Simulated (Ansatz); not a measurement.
Molecule: C5H4N, net charge 0, doublet state. It need not be the lowest isomer of its formula. 
Structure (B3LYP-D3(BJ)/def2-TZVP (Ansatz, a program for electronic structure) minimum search):
SMILES: [c]1ccncc1
```xyz
10

N      0.0016     0.0012     1.3386
C     -0.0016    -0.0013    -1.3845
C      0.0045     1.1418     0.6558
C     -0.0030    -1.1406     0.6579
C     -0.0049    -1.2083    -0.7420
C      0.0031     1.2070    -0.7443
H      0.0083     2.0587     1.2370
H     -0.0053    -2.0564     1.2408
H     -0.0086    -2.1632    -1.2507
H      0.0056     2.1609    -1.2547
```
Charge 0, spin multiplicity 2.

Parts of the frozen-core correlation energy in 6-31G* (Ansatz, hartree). Frozen orbitals: 6; correlated occupied orbitals by spin: 15 and 14; virtual: 77 and 78. UHF or UKS for open shells. No spin-orbit coupling. No relativistic terms.

```csv
term,value
reference (HF),-246.05581
MP2 opposite-spin,[?]
MP2 same-spin,[?]
CCSD correlation,[?]
(T),-0.03664
T1 diagnostic,0.047
largest doubles amplitude,0.098
<S^2> of the reference,1.357
```

Task: Some entries are withheld; supply them.

Result: 
- MP2 opposite-spin, value: -0.51766
- MP2 same-spin, value: -0.19523
- CCSD correlation, value: -0.78003
